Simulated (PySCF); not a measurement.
N2, SMILES N#N (connectivity only; charge and spin as stated), charge +1, multiplicity 2.

The structure is a stationary point at B3LYP-D3(BJ)/def2-TZVPD.

All values below come from B3LYP-D3(BJ)/def2-TZVPD (PySCF 2.14.0).

Frequencies are harmonic and unscaled.

```tsv
mode	ν (cm⁻¹)	IR (km/mol)	moving atoms (share of kinetic energy)
1	2334	0.0	N 100 %
```
